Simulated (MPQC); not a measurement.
**Two attempts at BHO2 (oxoborinic acid)**

Wanted: a single-point energy of BHO2 (oxoborinic acid), HF/6-31++G* (Cartesian functions).

The results are computed with MPQC 2.3.1.

8 further runs of the same task are left out: 4 that didn't finish, 4 set aside as unsound or not needed.

### Step 1. The structure to begin with

BHO2 has 4 atoms, charge 0, and is taken as a singlet. As SMILES, `O=BO`. Geometry: relaxed at PBE0-D4/def2-TZVP.

Bond lengths: O1–B2 1.210 Å, B2–O3 1.322 Å, O3–H4 0.960 Å. Angles: O1–B2–O3 177.5°, B2–O3–H4 117.0°.

### Step 2. First attempt

File job.in:

```
% RHF/6-31++G*
molecule: (angstrom)
  O  -1.555100 0.523500 0.428500
  B  -0.423900 0.132000 0.248600
  O  0.816700 -0.302000 0.108600
  H  1.162300 -0.353500 -0.785700
symmetry: auto
memory: 1000000000
charge: 1
basis: 6-31++G*
optimize: no
method: RHF
checkpoint: no
```

The run is started by

```sh
$ mpqc job.in > job.out
```

The program printed:

```text
mpqc: error: given multiplicity is not possible
```

It took 0.08 s on 1 thread of Arm Neoverse V1, shared host.

### Step 3. What went wrong

The program refused the input.

The telling line is `mpqc: error: given multiplicity is not possible`. The fault: charge and multiplicity as typed don't fit the electron count or the species meant. To mend it: charge 0 in place of 1. That is the species meant; for the charge typed, the multiplicity would have to change.

### Step 4. Second attempt

File input.in:

```
% BHO2
basis: 6-31++G*
charge: 0
molecule:
  O     -1.555100     0.523500     0.428500
  B     -0.423900     0.132000     0.248600
  O      0.816700    -0.302000     0.108600
  H      1.162300    -0.353500    -0.785700
checkpoint: no
memory: 1000000000
symmetry: auto
method: HF
```

The run is started by

```sh
$ mpqc input.in > input.out
```

The program printed:

```text
MPQC: Massively Parallel Quantum Chemistry
[...]
  LUMO is    10  A' =   0.023335
  total scf energy = -175.0851472317
Value of the MolecularEnergy: -175.0851472317
[...]
      symmetry = cs
[...]
```

Wall time 0.78 s (1 thread of Arm Neoverse V1, shared host).

### Step 5. Outcome

At HF/6-31++G* (Cartesian functions):

| quantity | value |
| --- | --- |
| total energy | -175.08515 Eh |
| HOMO energy | -13.43 eV |
| LUMO energy | 0.63 eV |
| HOMO–LUMO gap | 14.07 eV |
